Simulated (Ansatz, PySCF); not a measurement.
C2H6O, SMILES COC.

Geometry optimised at PBE0-D3(BJ)/def2-TZVP.

Vertical ionisation energy (IE) and electron affinity (EA) in eV. Rows of orbital energies are one-electron estimates. Where ΔSCF, EOM or ADC give a negative EA the extra electron is unbound and the value depends on the basis.

```
level                                                                  IE     EA
-------------------------------------------------------------------  ----  -----
−ε(HOMO), −ε(LUMO), ωB97X/def2-TZVPD (PySCF)                            ?      ?
−ε(HOMO), −ε(LUMO), PBE/def2-TZVPD (PySCF)                           5.89   0.20
ΔSCF, PBE0/def2-SVPD (Ansatz), final states of multiplicity 2 and 2  9.96  -1.94
ΔSCF, PBE/def2-SVPD (Ansatz), final states of multiplicity 2 and 2   9.79  -1.78
```

Question: Fill in the missing entries. (The exact figures need the calculation; the answer reports its results.)

Answer: 
- −ε(HOMO), −ε(LUMO), ωB97X/def2-TZVPD (PySCF), IE: 9.93
- −ε(HOMO), −ε(LUMO), ωB97X/def2-TZVPD (PySCF), EA: -2.03

Question: What vertical singlet–triplet gap does ΔSCF give with PBE0/def2-SVPD (Ansatz, a quantum-chemistry and plane-wave program) and with PBE/def2-SVPD (Ansatz)? (The exact figures need the calculation; the answer reports its results.)

Answer: 6.93 and 6.56 eV (triplet above singlet where positive).
